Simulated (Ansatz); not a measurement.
**CH₃S+: one structure at several levels**

The task here is to estimate one member of a computed series from the others.

Method: single points in def2-TZVPP; program: Ansatz 0.2.0, Gaussian basis.

Correlated methods freeze the cores.

## The starting structure

SMILES `[CH2+]S`, 5 atoms, charge 1, spin multiplicity 1.

Atoms are counted from 1 here; the program's logs count them from 0.

Bond lengths: C1–S2 1.621 Å, C1–H3 1.068 Å, C1–H4 1.076 Å, S2–H5 1.362 Å. Angles: S2–C1–H3 124.5°, S2–C1–H4 118.3°, H3–C1–H4 117.2°, C1–S2–H5 100.2°.

Coordinates:

```
C    -0.3633   -0.3880   -0.1108
S     0.8629    0.5801   -0.5425
H    -0.8318   -0.3802    0.8494
H    -0.7286   -1.1000   -0.8298
H     1.0427    1.2742    0.6160
```

The first run:

Contents of run/in.yaml:

```yaml
crystal:
  periodic: [false, false, false]
  atoms:
    - {symbol: C, position_ang: [-0.363300, -0.388000, -0.110800]}
    - {symbol: S, position_ang: [0.862900, 0.580100, -0.542500]}
    - {symbol: H, position_ang: [-0.831800, -0.380200, 0.849400]}
    - {symbol: H, position_ang: [-0.728600, -1.100000, -0.829800]}
    - {symbol: H, position_ang: [1.042700, 1.274200, 0.616000]}
basis:
  gaussian: {orbitals: def2-TZVPP}
total_charge: 1
correlation: {method: ccsd_t}
output: {forces: true}
```

The command line of these runs was not kept.

Among the steps run: CCSD(T)/def2-TZVPP; PBE0-D4/def2-TZVPP; wB97M-V/def2-TZVPP; r2SCAN-D4/def2-TZVPP; PBE-D4/def2-TZVPP; revPBE-D4/def2-TZVPP; BHLYP-D4/def2-TZVPP.

One of the session's tables, all rows but one given; the rest of the session is left out.

| method | RMS force component (eV/Å) | angle to CCSD(T) forces (°) |
| --- | --- | --- |
| CCSD(T) | 0.229 | reference |
| PBE0-D4 | 0.331 | 43.7 |
| wB97M-V | 0.317 | 45.5 |
| r2SCAN-D4 | 0.275 | 35.2 |
| PBE-D4 | ? | ? |
| revPBE-D4 | 0.339 | 35.4 |
| BHLYP-D4 | 0.321 | 58.9 |

Estimate the missing values for PBE-D4.

The run gave: RMS force component (eV/Å): 0.346; angle to CCSD(T) forces (°): 37.2. In the column «RMS force component (eV/Å)» it is the highest.
